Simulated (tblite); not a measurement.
# FH8O4: the cost of one run

Programs: tblite 0.8.0 and PySCF 2.14.0. All values are calculated, for the isolated system unless a continuum is named. Atoms count from 0, parts from 1.

## 1. The system as given

13 atoms, charge -1, multiplicity 1; geometry: rigid parts in contact. Parts: 1 = atom 0, `[F-]`, charge -1; 2 = atoms 1–3, `O`, charge 0; 3 = atoms 4–6, `O`, charge 0; 4 = atoms 7–9, `O`, charge 0; 5 = atoms 10–12, `O`, charge 0.

## 2. Docking the parts with GFN2-xTB

What the job is given:

```
{"job": {"kind": "dock", "xc": "GFN2-xTB", "basis": "xTB"}, "charge": -1, "multiplicity": 1, "parts": [{"atoms": "0-0", "charge": -1, "multiplicity": 1}, {"atoms": "1-3", "charge": 0, "multiplicity": 1}, {"atoms": "4-6", "charge": 0, "multiplicity": 1}, {"atoms": "7-9", "charge": 0, "multiplicity": 1}, {"atoms": "10-12", "charge": 0, "multiplicity": 1}]}
F     -0.244312    -0.273308     0.276451
O     -1.668755    -0.228930    -1.888199
H     -1.043563    -0.281064    -1.117226
H     -2.333669     0.383270    -1.570641
O     -0.500287    -2.842875    -0.328032
H     -0.283083    -1.952456     0.032645
H     -0.873305    -2.631619    -1.187197
O     -2.206123    -0.912203     1.737995
H     -2.315345    -1.773742     1.329892
H     -1.400778    -0.565369     1.250392
O     -1.953688     0.293022     4.286448
H     -1.966954    -0.050839     3.372297
H     -2.417485    -0.363586     4.807589
```

Method: GFN2-xTB search for minima from random contacts, gas phase.

Started as:

```
OMP_NUM_THREADS=1 python cluster_run.py task.json out
```

One launch serves the whole session: the jobs run in the order shown.

**Question.** How long does this first job take on 1 thread of Intel Xeon Platinum 8375C at 2.90GHz, shared host?

About 14 s.
